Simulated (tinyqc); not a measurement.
Hueckel theory of the pi electrons, for the molecule [CH2-]C=CF (SMILES; centres numbered as the heavy atoms are written), step by step. Computed by tinyqc, a small Python program that keeps every step. Settings: charge = -1. Command: `OMP_NUM_THREADS=1 python tinyqc.py 30038 30039 out.jsonl` (the two numbers bound the seeds that draw the settings). One thread of a shared host (Intel(R) Xeon(R) Processor @ 2.60GHz), about 0.01 s of CPU time with the checks.

## The Hueckel matrix

Centres:
```
centre  z_r, pi electrons of the neutral centre         h
1C                                            1  0.000000
2C                                            1  0.000000
3C                                            1  0.000000
4F                                            2  3.080000
```

Bonds:
```
i  j         k
1  2         1
2  3         1
3  4  0.690000
```

H_rr = alpha + h_r beta, H_rs = k_rs beta for bonded centres.

Hueckel matrix in units of beta (H = alpha + beta A), lower triangle:
```
          1C        2C        3C        4F
1C  0.000000
2C  1.000000  0.000000
3C  0.000000  1.000000  0.000000
4F  0.000000  0.000000  0.690000  3.080000
```

## Orbitals

pi electrons, sum of z_r less the charge = 6

Diagonalise; E = alpha + x beta with beta < 0, so the largest x are filled first; degenerate levels share their electrons. P = sum n_i c_ri c_si; each orbital has its largest coefficient positive (the first on a tie).

x values: 3.243983  1.353047  -0.075232  -1.441797

occupations: 2.000000  2.000000  2.000000  0.000000

coefficients:
```
         MO1        MO2        MO3        MO4
1C  0.024197   0.524790   0.699856  -0.483954
2C  0.078494   0.710065  -0.052652   0.697764
3C  0.230435   0.435961  -0.695895  -0.522080
4F  0.969615  -0.174187   0.152181   0.079666
```

charge and bond-order matrix P, lower triangle:
```
           1C         2C        3C        4F
1C   1.531577
2C   0.675371   1.026251
3C  -0.505325   0.728577  1.454865
4F   0.077110  -0.111177  0.083184  1.987307
```

## Energy, charges, bond orders

E = sum n x; q_r = z_r - P_rr; bond order p = P_rs; free valence = sqrt(3) - sum of p over the bonds of the atom.

pi energy = 6 alpha + this times beta = 9.043595

pi charges: 1C -0.531577, 2C -0.026251, 3C -0.454865, 4F 0.012693

Bond orders and lengths from R = 1.517 - 0.180 p (angstrom, C-C alone):
```
bond         p         R
1-2   0.675371  1.395433
2-3   0.728577  1.385856
3-4   0.083184         -
```

free valence of the carbons: 1C 1.056680, 2C 0.328103, 3C 0.920289

gap between the highest filled and the next level = 1.366565 |beta|
